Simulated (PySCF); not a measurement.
Method: PySCF, PBE0, basis Al def2-TZVP, Cl def2-TZVP (no relativity, density fitting).

Each entry is the lowest minimum that a search over a few typed start shapes (and spin states, where more than one is plausible) found, or that minimum re-optimised at the stated level; isomers with ligand–ligand bonds, or fragments after loss of a ligand pair, can lie lower. Open shells are unrestricted.

AlCl2 is a doublet of C2v symmetry with Al–Cl 2.102 Å (×2); Cl–Al–Cl 119.0°. Its wavenumbers are 146, 459, 574 cm⁻¹.

(1) What changes when one electron is removed, giving AlCl₂⁺?

Answers

(1) It costs 7.91 eV between the minima (7.93 eV with zero-point energy). AlCl₂⁺ is a singlet of D∞h symmetry with Al–Cl 1.996 Å (×2); Cl–Al–Cl 180.0°; wavenumbers 137 (×2), 432, 809 cm⁻¹.
